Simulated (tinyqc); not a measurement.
UHF in the sto-3g basis, for CH2, spin multiplicity 3, step by step (part 2 of 3). Computed by tinyqc, a small Python program that keeps every step (integrals from PySCF). Command: `OMP_NUM_THREADS=1 python tinyqc.py 27952 27953 out.jsonl` (the two numbers bound the seeds that draw the settings). One thread of a shared host (Intel(R) Xeon(R) Processor @ 2.60GHz), about 0.2 s of CPU time with the checks.

Geometry (angstrom):
```
atom         x          y         z
C     0.000000   0.000000  0.000000
H     0.000000   1.301000  0.720000
H     0.000000  -1.289000  0.713000
```

## Iteration 2: building the Fock matrix

D(alpha) after iteration 1, order 1C 1s, 1C 2s, 1C 2px, 1C 2py, 1C 2pz, 2H 1s, 3H 1s:
$$\begin{pmatrix}
1.046657 & -0.187523 & 0.000000 & -0.000394 & 0.080291 & -0.044599 & -0.045102 \\
-0.187523 & 0.772971 & 0.000000 & 0.001843 & -0.335609 & 0.109357 & 0.109606 \\
0.000000 & 0.000000 & 1.000000 & 0.000000 & 0.000000 & 0.000000 & 0.000000 \\
-0.000394 & 0.001843 & 0.000000 & 0.292884 & -0.001058 & 0.254814 & -0.253386 \\
0.080291 & -0.335609 & 0.000000 & -0.001058 & 0.668326 & 0.230046 & 0.228807 \\
-0.044599 & 0.109357 & 0.000000 & 0.254814 & 0.230046 & 0.384636 & -0.057860 \\
-0.045102 & 0.109606 & 0.000000 & -0.253386 & 0.228807 & -0.057860 & 0.381473
\end{pmatrix}$$

D(beta) after iteration 1, order 1C 1s, 1C 2s, 1C 2px, 1C 2py, 1C 2pz, 2H 1s, 3H 1s:
$$\begin{pmatrix}
1.018031 & -0.074222 & 0.000000 & 0.000038 & -0.035792 & -0.075597 & -0.076122 \\
-0.074222 & 0.324427 & 0.000000 & 0.000186 & 0.117637 & 0.228983 & 0.229225 \\
0.000000 & 0.000000 & 0.000000 & 0.000000 & 0.000000 & 0.000000 & 0.000000 \\
0.000038 & 0.000186 & 0.000000 & 0.238789 & 0.000649 & 0.247077 & -0.244911 \\
-0.035792 & 0.117637 & 0.000000 & 0.000649 & 0.042735 & 0.083837 & 0.082730 \\
-0.075597 & 0.228983 & 0.000000 & 0.247077 & 0.083837 & 0.417541 & -0.091075 \\
-0.076122 & 0.229225 & 0.000000 & -0.244911 & 0.082730 & -0.091075 & 0.413975
\end{pmatrix}$$

core Hamiltonian H = T + V (hartree), order 1C 1s, 1C 2s, 1C 2px, 1C 2py, 1C 2pz, 2H 1s, 3H 1s:
$$\begin{pmatrix}
-18.476740 & -4.455728 & 0.000000 & 0.000152 & -0.008895 & -0.457404 & -0.471655 \\
-4.455728 & -5.429651 & 0.000000 & 0.001572 & -0.101059 & -1.294396 & -1.324480 \\
0.000000 & 0.000000 & -4.339375 & 0.000000 & 0.000000 & 0.000000 & 0.000000 \\
0.000152 & 0.001572 & 0.000000 & -4.437438 & 0.000640 & -1.063647 & 1.084570 \\
-0.008895 & -0.101059 & 0.000000 & 0.000640 & -4.369394 & -0.602159 & -0.613607 \\
-0.457404 & -1.294396 & 0.000000 & -1.063647 & -0.602159 & -2.797046 & -0.179564 \\
-0.471655 & -1.324480 & 0.000000 & 1.084570 & -0.613607 & -0.179564 & -2.816529
\end{pmatrix}$$

nuclear repulsion = 4.49503795 hartree

Given earlier and not repeated: Two-electron integrals (ij|kl) in chemists' order.

J_ij = sum D_kl (ij|kl) with D = D(alpha) + D(beta), K_ij = sum D_kl (ik|jl) for each spin; F = H + J - K(s); E = tr D H + tr D J / 2 - 0.5 sum_s tr D(s) K(s) + E_nn.

Coulomb J (hartree), order 1C 1s, 1C 2s, 1C 2px, 1C 2py, 1C 2pz, 2H 1s, 3H 1s:
$$\begin{pmatrix}
11.013093 & 2.104625 & 0.000000 & -0.000135 & 0.005971 & 0.214129 & 0.220802 \\
2.104625 & 4.829243 & 0.000000 & -0.000968 & 0.091029 & 1.156713 & 1.183459 \\
0.000000 & 0.000000 & 4.794728 & 0.000000 & 0.000000 & 0.000000 & 0.000000 \\
-0.000135 & -0.000968 & 0.000000 & 4.869058 & -0.000384 & 1.031260 & -1.051808 \\
0.005971 & 0.091029 & 0.000000 & -0.000384 & 4.807465 & 0.583421 & 0.594722 \\
0.214129 & 1.156713 & 0.000000 & 1.031260 & 0.583421 & 3.087313 & 0.153537 \\
0.220802 & 1.183459 & 0.000000 & -1.051808 & 0.594722 & 0.153537 & 3.103119
\end{pmatrix}$$

exchange K(alpha) (hartree), order 1C 1s, 1C 2s, 1C 2px, 1C 2py, 1C 2pz, 2H 1s, 3H 1s:
$$\begin{pmatrix}
3.613126 & 0.645554 & 0.000000 & -0.000038 & 0.002054 & 0.069135 & 0.071224 \\
0.645554 & 0.924975 & 0.000000 & -0.000567 & -0.112306 & 0.290014 & 0.295472 \\
0.000000 & 0.000000 & 0.844017 & 0.000000 & 0.000000 & 0.000000 & 0.000000 \\
-0.000038 & -0.000567 & 0.000000 & 0.584655 & -0.001758 & 0.262709 & -0.265783 \\
0.002054 & -0.112306 & 0.000000 & -0.001758 & 0.714440 & 0.156005 & 0.157625 \\
0.069135 & 0.290014 & 0.000000 & 0.262709 & 0.156005 & 0.524706 & 0.033203 \\
0.071224 & 0.295472 & 0.000000 & -0.265783 & 0.157625 & 0.033203 & 0.527455
\end{pmatrix}$$

exchange K(beta) (hartree), order 1C 1s, 1C 2s, 1C 2px, 1C 2py, 1C 2pz, 2H 1s, 3H 1s:
$$\begin{pmatrix}
3.556087 & 0.597558 & 0.000000 & -0.000023 & 0.000154 & 0.061990 & 0.063886 \\
0.597558 & 0.513048 & 0.000000 & -0.001901 & 0.174669 & 0.264901 & 0.269368 \\
0.000000 & 0.000000 & 0.099401 & 0.000000 & 0.000000 & 0.000000 & 0.000000 \\
-0.000023 & -0.001901 & 0.000000 & 0.450037 & -0.000311 & 0.253650 & -0.256435 \\
0.000154 & 0.174669 & 0.000000 & -0.000311 & 0.169603 & 0.130655 & 0.132221 \\
0.061990 & 0.264901 & 0.000000 & 0.253650 & 0.130655 & 0.537320 & 0.025385 \\
0.063886 & 0.269368 & 0.000000 & -0.256435 & 0.132221 & 0.025385 & 0.539079
\end{pmatrix}$$

F(alpha) (hartree), order 1C 1s, 1C 2s, 1C 2px, 1C 2py, 1C 2pz, 2H 1s, 3H 1s:
$$\begin{pmatrix}
-11.076773 & -2.996656 & 0.000000 & 0.000054 & -0.004978 & -0.312410 & -0.322078 \\
-2.996656 & -1.525383 & 0.000000 & 0.001171 & 0.102276 & -0.427697 & -0.436493 \\
0.000000 & 0.000000 & -0.388664 & 0.000000 & 0.000000 & 0.000000 & 0.000000 \\
0.000054 & 0.001171 & 0.000000 & -0.153035 & 0.002014 & -0.295096 & 0.298545 \\
-0.004978 & 0.102276 & 0.000000 & 0.002014 & -0.276369 & -0.174743 & -0.176510 \\
-0.312410 & -0.427697 & 0.000000 & -0.295096 & -0.174743 & -0.234438 & -0.059230 \\
-0.322078 & -0.436493 & 0.000000 & 0.298545 & -0.176510 & -0.059230 & -0.240864
\end{pmatrix}$$

F(beta) (hartree), order 1C 1s, 1C 2s, 1C 2px, 1C 2py, 1C 2pz, 2H 1s, 3H 1s:
$$\begin{pmatrix}
-11.019735 & -2.948660 & 0.000000 & 0.000039 & -0.003078 & -0.305265 & -0.314739 \\
-2.948660 & -1.113456 & 0.000000 & 0.002506 & -0.184700 & -0.402584 & -0.410389 \\
0.000000 & 0.000000 & 0.355952 & 0.000000 & 0.000000 & 0.000000 & 0.000000 \\
0.000039 & 0.002506 & 0.000000 & -0.018417 & 0.000566 & -0.286037 & 0.289197 \\
-0.003078 & -0.184700 & 0.000000 & 0.000566 & 0.268468 & -0.149392 & -0.151106 \\
-0.305265 & -0.402584 & 0.000000 & -0.286037 & -0.149392 & -0.247053 & -0.051412 \\
-0.314739 & -0.410389 & 0.000000 & 0.289197 & -0.151106 & -0.051412 & -0.252489
\end{pmatrix}$$

total energy of this density = -38.26510487 hartree

## Iteration 2: DIIS over 2 matrices

error matrix X^T (FDS - SDF) X (alpha):
$$\begin{pmatrix}
0.000000 & -0.010154 & 0.000000 & 0.000270 & -0.016891 & 0.018745 & 0.019119 \\
0.010154 & 0.000000 & 0.000000 & -0.000403 & 0.039913 & -0.053010 & -0.053423 \\
0.000000 & 0.000000 & 0.000000 & 0.000000 & 0.000000 & 0.000000 & 0.000000 \\
-0.000270 & 0.000403 & 0.000000 & 0.000000 & 0.000088 & -0.023565 & 0.023190 \\
0.016891 & -0.039913 & 0.000000 & -0.000088 & 0.000000 & -0.014327 & -0.013898 \\
-0.018745 & 0.053010 & 0.000000 & 0.023565 & 0.014327 & 0.000000 & -0.000270 \\
-0.019119 & 0.053423 & 0.000000 & -0.023190 & 0.013898 & 0.000270 & 0.000000
\end{pmatrix}$$

B (overlaps of the stored error matrices):
$$\begin{pmatrix}
5.8013281e-01 & -1.8831617e-02 \\
-1.8831617e-02 & 3.2392047e-02
\end{pmatrix}$$

Minimise |sum c_i e_i|^2 with sum c_i = 1: solve [B -1; -1 0][c; lambda] = [0; -1] with B_ij = tr e_i^T e_j summed over both spins, and take F = sum c_i F_i.

DIIS coefficients: [0.078783, 0.921217]

extrapolated F(alpha) (hartree), order 1C 1s, 1C 2s, 1C 2px, 1C 2py, 1C 2pz, 2H 1s, 3H 1s:
$$\begin{pmatrix}
-11.028653 & -2.987004 & 0.000000 & 0.000073 & -0.004412 & -0.311274 & -0.320911 \\
-2.987004 & -1.502961 & 0.000000 & 0.001104 & 0.097355 & -0.424770 & -0.433469 \\
0.000000 & 0.000000 & -0.363391 & 0.000000 & 0.000000 & 0.000000 & 0.000000 \\
0.000073 & 0.001104 & 0.000000 & -0.142610 & 0.001889 & -0.291967 & 0.295355 \\
-0.004412 & 0.097355 & 0.000000 & 0.001889 & -0.259924 & -0.171377 & -0.173132 \\
-0.311274 & -0.424770 & 0.000000 & -0.291967 & -0.171377 & -0.229741 & -0.060070 \\
-0.320911 & -0.433469 & 0.000000 & 0.295355 & -0.173132 & -0.060070 & -0.235833
\end{pmatrix}$$

extrapolated F(beta) (hartree), order 1C 1s, 1C 2s, 1C 2px, 1C 2py, 1C 2pz, 2H 1s, 3H 1s:
$$\begin{pmatrix}
-10.972011 & -2.938819 & 0.000000 & 0.000057 & -0.002120 & -0.304173 & -0.313616 \\
-2.938819 & -1.095369 & 0.000000 & 0.002396 & -0.189403 & -0.398377 & -0.406101 \\
0.000000 & 0.000000 & 0.379837 & 0.000000 & 0.000000 & 0.000000 & 0.000000 \\
0.000057 & 0.002396 & 0.000000 & -0.011408 & 0.000443 & -0.282859 & 0.285974 \\
-0.002120 & -0.189403 & 0.000000 & 0.000443 & 0.289407 & -0.148909 & -0.150585 \\
-0.304173 & -0.398377 & 0.000000 & -0.282859 & -0.148909 & -0.240650 & -0.052444 \\
-0.313616 & -0.406101 & 0.000000 & 0.285974 & -0.150585 & -0.052444 & -0.245799
\end{pmatrix}$$

## Iteration 2: diagonalisation and new density

X, order 1C 1s, 1C 2s, 1C 2px, 1C 2py, 1C 2pz, 2H 1s, 3H 1s:
$$\begin{pmatrix}
1.025648 & -0.139206 & 0.000000 & 0.000165 & -0.005089 & 0.017888 & 0.018218 \\
-0.139206 & 1.103481 & 0.000000 & -0.001563 & 0.040544 & -0.167784 & -0.172137 \\
0.000000 & 0.000000 & 1.000000 & 0.000000 & 0.000000 & 0.000000 & 0.000000 \\
0.000165 & -0.001563 & 0.000000 & 1.069347 & -0.000721 & -0.159864 & 0.163260 \\
-0.005089 & 0.040544 & 0.000000 & -0.000721 & 1.020745 & -0.086423 & -0.088290 \\
0.017888 & -0.167784 & 0.000000 & -0.159864 & -0.086423 & 1.081655 & -0.010042 \\
0.018218 & -0.172137 & 0.000000 & 0.163260 & -0.088290 & -0.010042 & 1.085135
\end{pmatrix}$$

Diagonalise F' = X^T F X, C = X C', fill 5 alpha and 3 beta electrons from the bottom; D(s) = C_occ C_occ^T. Each column has its largest component positive (the first on a tie).

F' = X^T F X (alpha) (hartree):
$$\begin{pmatrix}
-10.796874 & -1.558603 & 0.000000 & 0.000424 & -0.037338 & 0.005110 & 0.003584 \\
-1.558603 & -0.837952 & 0.000000 & -0.001567 & 0.190977 & -0.270001 & -0.275695 \\
0.000000 & 0.000000 & -0.363391 & 0.000000 & 0.000000 & 0.000000 & 0.000000 \\
0.000424 & -0.001567 & 0.000000 & 0.030854 & 0.000447 & -0.301587 & 0.305515 \\
-0.037338 & 0.190977 & 0.000000 & 0.000447 & -0.201753 & -0.179062 & -0.181194 \\
0.005110 & -0.270001 & 0.000000 & -0.301587 & -0.179062 & -0.023609 & -0.016630 \\
0.003584 & -0.275695 & 0.000000 & 0.305515 & -0.181194 & -0.016630 & -0.022470
\end{pmatrix}$$

orbital energies (alpha) (hartree): MO1 -11.035358, MO2 -0.800452, MO3 -0.417539, MO4 -0.379418, MO5 -0.363391, MO6 0.338907, MO7 0.442055

coefficients C (alpha), order 1C 1s, 1C 2s, 1C 2px, 1C 2py, 1C 2pz, 2H 1s, 3H 1s:
$$\begin{pmatrix}
0.992900 & -0.254901 & -0.003053 & 0.040712 & 0.000000 & 0.139589 & 0.005820 \\
0.028183 & 0.899102 & 0.015666 & -0.220614 & 0.000000 & -0.661453 & -0.029379 \\
0.000000 & 0.000000 & 0.000000 & 0.000000 & 1.000000 & 0.000000 & 0.000000 \\
-0.000052 & -0.001487 & 0.573950 & 0.026050 & 0.000000 & -0.031269 & 0.929860 \\
0.001382 & -0.133561 & -0.037524 & 0.804578 & 0.000000 & -0.625885 & -0.022973 \\
-0.004264 & 0.168470 & 0.432421 & 0.349832 & 0.000000 & 0.710436 & -0.623766 \\
-0.004358 & 0.172775 & -0.459966 & 0.307176 & 0.000000 & 0.667839 & 0.678400
\end{pmatrix}$$

F' = X^T F X (beta) (hartree):
$$\begin{pmatrix}
-10.743313 & -1.570732 & 0.000000 & 0.000247 & 0.002716 & 0.007085 & 0.005555 \\
-1.570732 & -0.400402 & 0.000000 & -0.000401 & -0.105767 & -0.282521 & -0.287872 \\
0.000000 & 0.000000 & 0.379837 & 0.000000 & 0.000000 & 0.000000 & 0.000000 \\
0.000247 & -0.000401 & 0.000000 & 0.173550 & -0.000990 & -0.309783 & 0.313684 \\
0.002716 & -0.105767 & 0.000000 & -0.000990 & 0.339063 & -0.152757 & -0.154983 \\
0.007085 & -0.282521 & 0.000000 & -0.309783 & -0.152757 & -0.042732 & -0.014191 \\
0.005555 & -0.287872 & 0.000000 & 0.313684 & -0.154983 & -0.014191 & -0.041036
\end{pmatrix}$$

orbital energies (beta) (hartree): MO1 -10.976842, MO2 -0.570473, MO3 -0.379231, MO4 0.238196, MO5 0.379837, MO6 0.448192, MO7 0.525288

coefficients C (beta), order 1C 1s, 1C 2s, 1C 2px, 1C 2py, 1C 2pz, 2H 1s, 3H 1s:
$$\begin{pmatrix}
0.994119 & -0.193958 & -0.002324 & -0.202686 & 0.000000 & -0.070759 & 0.005022 \\
0.023548 & 0.646231 & 0.009028 & 0.861475 & 0.000000 & 0.367951 & -0.026473 \\
0.000000 & 0.000000 & 0.000000 & 0.000000 & 1.000000 & 0.000000 & 0.000000 \\
-0.000047 & -0.006033 & 0.488056 & 0.006658 & 0.000000 & 0.040524 & 0.977648 \\
0.001608 & 0.192648 & 0.003280 & -0.405608 & 0.000000 & 0.925066 & -0.038249 \\
-0.003681 & 0.349502 & 0.509669 & -0.494226 & 0.000000 & -0.518071 & -0.580509 \\
-0.003763 & 0.362050 & -0.497773 & -0.488949 & 0.000000 & -0.469568 & 0.635291
\end{pmatrix}$$

D(alpha) after iteration 2, order 1C 1s, 1C 2s, 1C 2px, 1C 2py, 1C 2pz, 2H 1s, 3H 1s:
$$\begin{pmatrix}
1.052492 & -0.210229 & 0.000000 & -0.000365 & 0.068288 & -0.034255 & -0.034458 \\
-0.210229 & 0.858095 & 0.000000 & 0.001906 & -0.298135 & 0.080948 & 0.080247 \\
0.000000 & 0.000000 & 1.000000 & 0.000000 & 0.000000 & 0.000000 & 0.000000 \\
-0.000365 & 0.001906 & 0.000000 & 0.330099 & -0.000379 & 0.257051 & -0.256252 \\
0.068288 & -0.298135 & 0.000000 & -0.000379 & 0.666595 & 0.242734 & 0.241325 \\
-0.034255 & 0.080948 & 0.000000 & 0.257051 & 0.242734 & 0.337771 & -0.062313 \\
-0.034458 & 0.080247 & 0.000000 & -0.256252 & 0.241325 & -0.062313 & 0.335796
\end{pmatrix}$$

D(beta) after iteration 2, order 1C 1s, 1C 2s, 1C 2px, 1C 2py, 1C 2pz, 2H 1s, 3H 1s:
$$\begin{pmatrix}
1.025897 & -0.101953 & 0.000000 & -0.000011 & -0.035775 & -0.072632 & -0.072807 \\
-0.101953 & 0.418250 & 0.000000 & 0.000507 & 0.124562 & 0.230373 & 0.229386 \\
0.000000 & 0.000000 & 0.000000 & 0.000000 & 0.000000 & 0.000000 & 0.000000 \\
-0.000011 & 0.000507 & 0.000000 & 0.238235 & 0.000439 & 0.246638 & -0.245125 \\
-0.035775 & 0.124562 & 0.000000 & 0.000439 & 0.037127 & 0.068997 & 0.068110 \\
-0.072632 & 0.230373 & 0.000000 & 0.246638 & 0.068997 & 0.381927 & -0.127148 \\
-0.072807 & 0.229386 & 0.000000 & -0.245125 & 0.068110 & -0.127148 & 0.378872
\end{pmatrix}$$

## Iteration 17 (converged): orbitals

converged F(alpha) (hartree), order 1C 1s, 1C 2s, 1C 2px, 1C 2py, 1C 2pz, 2H 1s, 3H 1s:
$$\begin{pmatrix}
-10.992141 & -2.975948 & 0.000000 & 0.000015 & -0.003417 & -0.310984 & -0.320603 \\
-2.975948 & -1.522528 & 0.000000 & -0.000158 & 0.067702 & -0.416522 & -0.425218 \\
0.000000 & 0.000000 & -0.351764 & 0.000000 & 0.000000 & 0.000000 & 0.000000 \\
0.000015 & -0.000158 & 0.000000 & -0.146412 & 0.000067 & -0.290321 & 0.294282 \\
-0.003417 & 0.067702 & 0.000000 & 0.000067 & -0.237680 & -0.182204 & -0.183730 \\
-0.310984 & -0.416522 & 0.000000 & -0.290321 & -0.182204 & -0.207618 & -0.054243 \\
-0.320603 & -0.425218 & 0.000000 & 0.294282 & -0.183730 & -0.054243 & -0.218916
\end{pmatrix}$$

converged F(beta) (hartree), order 1C 1s, 1C 2s, 1C 2px, 1C 2py, 1C 2pz, 2H 1s, 3H 1s:
$$\begin{pmatrix}
-10.934417 & -2.923520 & 0.000000 & -0.000004 & -0.003335 & -0.302548 & -0.311942 \\
-2.923520 & -1.116217 & 0.000000 & 0.003799 & -0.161911 & -0.400467 & -0.408268 \\
0.000000 & 0.000000 & 0.394184 & 0.000000 & 0.000000 & 0.000000 & 0.000000 \\
-0.000004 & 0.003799 & 0.000000 & 0.045024 & 0.001243 & -0.277956 & 0.280342 \\
-0.003335 & -0.161911 & 0.000000 & 0.001243 & 0.324185 & -0.129892 & -0.131384 \\
-0.302548 & -0.400467 & 0.000000 & -0.277956 & -0.129892 & -0.254022 & -0.039077 \\
-0.311942 & -0.408268 & 0.000000 & 0.280342 & -0.131384 & -0.039077 & -0.253344
\end{pmatrix}$$

As before.

F' = X^T F X (alpha) (hartree):
$$\begin{pmatrix}
-10.762093 & -1.547287 & 0.000000 & 0.000535 & -0.032130 & 0.002580 & 0.000957 \\
-1.547287 & -0.871496 & 0.000000 & -0.003004 & 0.160183 & -0.258452 & -0.263538 \\
0.000000 & 0.000000 & -0.351764 & 0.000000 & 0.000000 & 0.000000 & 0.000000 \\
0.000535 & -0.003004 & 0.000000 & 0.026289 & -0.001546 & -0.301395 & 0.305910 \\
-0.032130 & 0.160183 & 0.000000 & -0.001546 & -0.176984 & -0.189378 & -0.191361 \\
0.002580 & -0.258452 & 0.000000 & -0.301395 & -0.189378 & -0.000890 & -0.011958 \\
0.000957 & -0.263538 & 0.000000 & 0.305910 & -0.191361 & -0.011958 & -0.005437
\end{pmatrix}$$

orbital energies (alpha) (hartree): MO1 -10.998767, MO2 -0.806461, MO3 -0.412047, MO4 -0.363244, MO5 -0.351764, MO6 0.342729, MO7 0.447177

coefficients C (alpha), order 1C 1s, 1C 2s, 1C 2px, 1C 2py, 1C 2pz, 2H 1s, 3H 1s:
$$\begin{pmatrix}
0.992919 & -0.258961 & -0.003477 & 0.050563 & 0.000000 & 0.128327 & 0.004983 \\
0.028093 & 0.917890 & 0.017193 & -0.256982 & 0.000000 & -0.621435 & -0.025502 \\
0.000000 & 0.000000 & 0.000000 & 0.000000 & 1.000000 & 0.000000 & 0.000000 \\
-0.000042 & -0.000343 & 0.584755 & 0.023264 & 0.000000 & -0.024235 & 0.923390 \\
0.001332 & -0.079639 & -0.027157 & 0.803331 & 0.000000 & -0.637136 & -0.022142 \\
-0.004178 & 0.150277 & 0.425081 & 0.344272 & 0.000000 & 0.713580 & -0.632898 \\
-0.004266 & 0.155332 & -0.452711 & 0.313321 & 0.000000 & 0.673046 & 0.679542
\end{pmatrix}$$

F' = X^T F X (beta) (hartree):
$$\begin{pmatrix}
-10.708347 & -1.556380 & 0.000000 & -0.000027 & -0.001719 & 0.007090 & 0.005591 \\
-1.556380 & -0.425836 & 0.000000 & 0.001219 & -0.080420 & -0.282822 & -0.288635 \\
0.000000 & 0.000000 & 0.394184 & 0.000000 & 0.000000 & 0.000000 & 0.000000 \\
-0.000027 & 0.001219 & 0.000000 & 0.233191 & -0.000066 & -0.309058 & 0.312624 \\
-0.001719 & -0.080420 & 0.000000 & -0.000066 & 0.370808 & -0.139738 & -0.142086 \\
0.007090 & -0.282822 & 0.000000 & -0.309058 & -0.139738 & -0.061155 & -0.000227 \\
0.005591 & -0.288635 & 0.000000 & 0.312624 & -0.142086 & -0.000227 & -0.053190
\end{pmatrix}$$

orbital energies (beta) (hartree): MO1 -10.939012, MO2 -0.571654, MO3 -0.374794, MO4 0.226911, MO5 0.394184, MO6 0.462837, MO7 0.551182

coefficients C (beta), order 1C 1s, 1C 2s, 1C 2px, 1C 2py, 1C 2pz, 2H 1s, 3H 1s:
$$\begin{pmatrix}
0.994252 & -0.199167 & -0.000751 & -0.197867 & 0.000000 & -0.068097 & 0.004193 \\
0.023034 & 0.668172 & 0.002920 & 0.851579 & 0.000000 & 0.351830 & -0.022668 \\
0.000000 & 0.000000 & 0.000000 & 0.000000 & 1.000000 & 0.000000 & 0.000000 \\
-0.000043 & -0.005640 & 0.441349 & 0.009297 & 0.000000 & 0.035521 & 0.999774 \\
0.001637 & 0.152905 & 0.001017 & -0.374681 & 0.000000 & 0.945552 & -0.031867 \\
-0.003605 & 0.346556 & 0.539440 & -0.524753 & 0.000000 & -0.481795 & -0.559440 \\
-0.003681 & 0.353464 & -0.524315 & -0.522678 & 0.000000 & -0.446534 & 0.607939
\end{pmatrix}$$

D(alpha) after iteration 17, order 1C 1s, 1C 2s, 1C 2px, 1C 2py, 1C 2pz, 2H 1s, 3H 1s:
$$\begin{pmatrix}
1.055518 & -0.222857 & 0.000000 & -0.000809 & 0.062660 & -0.027135 & -0.027044 \\
-0.222857 & 0.909646 & 0.000000 & 0.003759 & -0.279971 & 0.056657 & 0.054156 \\
0.000000 & 0.000000 & 1.000000 & 0.000000 & 0.000000 & 0.000000 & 0.000000 \\
-0.000809 & 0.003759 & 0.000000 & 0.342480 & 0.002836 & 0.256526 & -0.257489 \\
0.062660 & -0.279971 & 0.000000 & 0.002836 & 0.652422 & 0.253047 & 0.251619 \\
-0.027135 & 0.056657 & 0.000000 & 0.256526 & 0.253047 & 0.321818 & -0.061211 \\
-0.027044 & 0.054156 & 0.000000 & -0.257489 & 0.251619 & -0.061211 & 0.327264
\end{pmatrix}$$

D(beta) after iteration 17, order 1C 1s, 1C 2s, 1C 2px, 1C 2py, 1C 2pz, 2H 1s, 3H 1s:
$$\begin{pmatrix}
1.028205 & -0.110178 & 0.000000 & 0.000749 & -0.028826 & -0.073011 & -0.073664 \\
-0.110178 & 0.446992 & 0.000000 & -0.002481 & 0.102207 & 0.233051 & 0.234559 \\
0.000000 & 0.000000 & 0.000000 & 0.000000 & 0.000000 & 0.000000 & 0.000000 \\
0.000749 & -0.002481 & 0.000000 & 0.194821 & -0.000413 & 0.236127 & -0.233399 \\
-0.028826 & 0.102207 & 0.000000 & -0.000413 & 0.023384 & 0.053533 & 0.053507 \\
-0.073011 & 0.233051 & 0.000000 & 0.236127 & 0.053533 & 0.411109 & -0.160328 \\
-0.073664 & 0.234559 & 0.000000 & -0.233399 & 0.053507 & -0.160328 & 0.399857
\end{pmatrix}$$
